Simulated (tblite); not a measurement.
C6H5 (doublet state).
Bonds: C1–C2 (double), C2–C3, C3–C4 (double), C4–C5, C5–C6 (double), C2–C6. Hydrogens: H7, H8 on C1; H9 on C4; H10 on C5; H11 on C6.

A start from a force field or distance geometry was refined with tblite 0.8.0, GFN2-xTB geometry optimisation, gas phase. Values at the start:

| coordinate | start |
| --- | --- |
| C1=C2 | 1.325 Å |
| C1–H7 | 1.090 Å |
| C1–H8 | 1.076 Å |
| C2–C3 | 1.493 Å |
| C2–C6 | 1.455 Å |
| C3=C4 | 1.336 Å |
| C4–C5 | 1.448 Å |
| C4–H9 | 1.109 Å |
| C5=C6 | 1.317 Å |
| C5–H10 | 1.079 Å |
| C6–H11 | 1.095 Å |
| C1–C2–C3 | 125.0° |
| C1–C2–C6 | 128.1° |
| C2–C3–C4 | 105.7° |
| C2–C6–C5 | 106.6° |
| C3–C2–C6 | 107.0° |
| C3–C4–C5 | 109.4° |
| C4–C5–C6 | 111.2° |
| C1–C2–C6–C5 | 179° |
| C2–C3–C4–C5 | 2° |
| C3–C4–C5–C6 | -2° |

Task: How do these coordinates change at the GFN2-xTB level?

Result: 
```
 coordinate  GFN2-xTB (Å or °)  change
      C2–C3              1.452  -0.041
      C4–H9              1.072  -0.037
      C5=C6              1.344  +0.027
      C4–C5              1.473  +0.025
     C6–H11              1.074  -0.021
      C2–C6              1.473  +0.018
      C1–H7              1.078  -0.012
      C3=C4              1.328  -0.008
      C1=C2              1.332  +0.007
     C5–H10              1.076  -0.003
      C1–H8              1.077  +0.001
   C2–C3–C4              111.6    +5.9
   C1–C2–C3              128.8    +3.8
   C3–C2–C6              103.8    -3.2
   C3–C4–C5              106.7    -2.7
   C2–C6–C5              108.4    +1.8
   C4–C5–C6              109.5    -1.7
   C1–C2–C6              127.4    -0.7
C2–C3–C4–C5                  0      -2
C3–C4–C5–C6                  0      +2
C1–C2–C6–C5                180      +1
```

The energy falls by 4.2 kcal/mol over 24 L-BFGS steps, the largest force on an atom goes from 2.22 to 0.011 eV/Å, and the atoms move by 0.044 Å rms after alignment. The bond that changes most is C2–C3 (ends: carbon bonded to 3 C; carbon bonded to 2 C), which shortens by 0.041 Å. Bonds longer at the end by more than 0.005 Å: 4 of 11; shorter: 5. Rotational constants go from 8919, 3940, 2733 to 9220, 3807, 2694 MHz.

Hardware: Arm Neoverse V1, one thread, on a shared host. Cost: under 0.1 s wall.

Its GFN2-xTB frequencies are all real (lowest 166 cm⁻¹).

All values are computed, not measured.
